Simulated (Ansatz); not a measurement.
System: rock-salt MgS. Method: HSE06 in Ansatz (PAW).

Settings: plane-wave cutoff 460 eV, 8×8×8 k mesh, Fermi–Dirac smearing 0.01 eV, scalar-relativistic PAW data made under PBE.

The cell has the measured lattice: a = 5.203 Å, b = 5.203 Å, c = 5.203 Å, α = 90.00°, β = 90.00°, γ = 90.00°.

Predict the band gap, smallest direct gap on the k points sampled and width of the whole s-p valence band.


- band gap: 3.80 eV (on the SCF k mesh) (indirect)
- smallest direct gap on the k points sampled: 4.82 eV
- width of the whole s-p valence band: 13.96 eV

Note: cell and atoms aren't relaxed at this level (pressure -0.4 GPa).

Static lattice: no zero-point or thermal effects.

Ansatz is a first-principles code.
